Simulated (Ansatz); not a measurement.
# CH₆B₂: functionals against CCSD(T) at one geometry

The atoms stand at a structure displaced at random from a GFN2-xTB minimum. How far do the functionals agree with CCSD(T) there?

Program: Ansatz 0.2.0, Gaussian basis. Level of theory: single points in def2-TZVPP. These are calculated values, not measurements.

Correlated methods freeze the cores.

## Step 1: Where the work starts

9 atoms, charge 0, spin multiplicity 1.

Atoms are counted from 1 here; the program's logs count them from 0.

Bond lengths: B1–C2 1.666 Å, B1–H4 1.310 Å, B1–H5 1.288 Å, C2–B3 1.671 Å, C2–H6 1.125 Å, C2–H7 1.135 Å, B3–H8 1.218 Å, B3–H9 0.934 Å. Angles: C2–B1–H4 122.4°, C2–B1–H5 115.0°, H4–B1–H5 122.0°, B1–C2–B3 106.9°, B1–C2–H6 114.9°, B1–C2–H7 106.3°, B3–C2–H6 121.2°, B3–C2–H7 111.3°, H6–C2–H7 94.8°, C2–B3–H8 105.1°, C2–B3–H9 125.6°, H8–B3–H9 124.7°.

As a file:

```xyz
9
charge 0, multiplicity 1
B    -0.5146    0.6943   -0.9543
C     0.6643   -0.1579   -0.1423
B    -0.0148   -0.6781    1.2930
H    -1.5289    0.1072   -1.5397
H    -0.2655    1.9481   -1.1152
H     1.6883    0.3082   -0.1677
H     0.9415   -1.0332   -0.8092
H     0.0418    0.2839    2.0377
H    -0.6164   -1.3864    1.3843
```

## Step 2: CCSD(T)/def2-TZVPP

run/in.yaml reads:

```yaml
crystal:
  periodic: [false, false, false]
  atoms:
    - {symbol: B, position_ang: [-0.514600, 0.694300, -0.954300]}
    - {symbol: C, position_ang: [0.664300, -0.157900, -0.142300]}
    - {symbol: B, position_ang: [-0.014800, -0.678100, 1.293000]}
    - {symbol: H, position_ang: [-1.528900, 0.107200, -1.539700]}
    - {symbol: H, position_ang: [-0.265500, 1.948100, -1.115200]}
    - {symbol: H, position_ang: [1.688300, 0.308200, -0.167700]}
    - {symbol: H, position_ang: [0.941500, -1.033200, -0.809200]}
    - {symbol: H, position_ang: [0.041800, 0.283900, 2.037700]}
    - {symbol: H, position_ang: [-0.616400, -1.386400, 1.384300]}
basis:
  gaussian: {orbitals: def2-TZVPP}
correlation: {method: ccsd_t}
output: {forces: true}
```

No record of the launch command was kept for these runs.

## Step 3: PBE0-D4/def2-TZVPP

Changes to run/in.yaml since step 2:

```diff
@@ -14,3 +14,3 @@
   gaussian: {orbitals: def2-TZVPP}
-correlation: {method: ccsd_t}
-output: {forces: true}
+hamiltonian: {xc: pbe0, dispersion: d4}
+output: {forces: true, orbitals: {seedname: orbitals}}
```

## Step 4: wB97M-V/def2-TZVPP

Changes to run/in.yaml since step 3:

```diff
@@ -14,3 +14,3 @@
   gaussian: {orbitals: def2-TZVPP}
-hamiltonian: {xc: pbe0, dispersion: d4}
-output: {forces: true, orbitals: {seedname: orbitals}}
+hamiltonian: {xc: {name: wB97M-V}}
+output: {forces: true}
```

## Step 5: r2SCAN-D4/def2-TZVPP

Changes to run/in.yaml since step 4:

```diff
@@ -14,3 +14,3 @@
   gaussian: {orbitals: def2-TZVPP}
-hamiltonian: {xc: {name: wB97M-V}}
+hamiltonian: {xc: r2scan, dispersion: d4}
 output: {forces: true}
```

## Step 6: PBE-D4/def2-TZVPP

Changes to run/in.yaml since step 5:

```diff
@@ -14,3 +14,3 @@
   gaussian: {orbitals: def2-TZVPP}
-hamiltonian: {xc: r2scan, dispersion: d4}
+hamiltonian: {xc: pbe, dispersion: d4}
 output: {forces: true}
```

## Step 7: B97M-V/def2-TZVPP

Changes to run/in.yaml since step 6:

```diff
@@ -14,3 +14,3 @@
   gaussian: {orbitals: def2-TZVPP}
-hamiltonian: {xc: pbe, dispersion: d4}
+hamiltonian: {xc: {name: B97M-V}}
 output: {forces: true}
```

## Step 8: LC-wPBE/def2-TZVPP

Changes to run/in.yaml since step 7:

```diff
@@ -14,3 +14,3 @@
   gaussian: {orbitals: def2-TZVPP}
-hamiltonian: {xc: {name: B97M-V}}
+hamiltonian: {xc: {name: LC-wPBE}}
 output: {forces: true}
```

(Steps that only read results are left out.)

Before running it: what results should come out? Wanted: energy less free atoms, CCSD(T)/def2-TZVPP; RMS force component; RMS force error; HOMO and LUMO, PBE0-D4; T1 diagnostic.

**Answer**, as computed:

| quantity | value |
| --- | --- |
| energy less free atoms, CCSD(T)/def2-TZVPP | -30.105 eV |
| RMS force component | 3.735 to 3.861 eV/Å over the methods |
| RMS force error | PBE0-D4 0.081, wB97M-V 0.083, r2SCAN-D4 0.070, PBE-D4 0.147, B97M-V 0.140, LC-wPBE 0.108 eV/Å |
| HOMO and LUMO, PBE0-D4 | -8.54 and -2.32 eV |
| T1 diagnostic | 0.012 |

Against CCSD(T) the functionals' energies less atoms differ by -1.120 to -0.676 eV, PBE-D4 by -1.120 eV. The reference is not at the basis limit: in triple zeta CCSD(T) underbinds, which counts against methods that bind more; the gaps are no ranking. On forces the order runs from r2SCAN-D4 to PBE-D4. Frozen-core CCSD(T) forces in triple zeta carry basis errors of their own, and this is one geometry, so small gaps rank nothing.
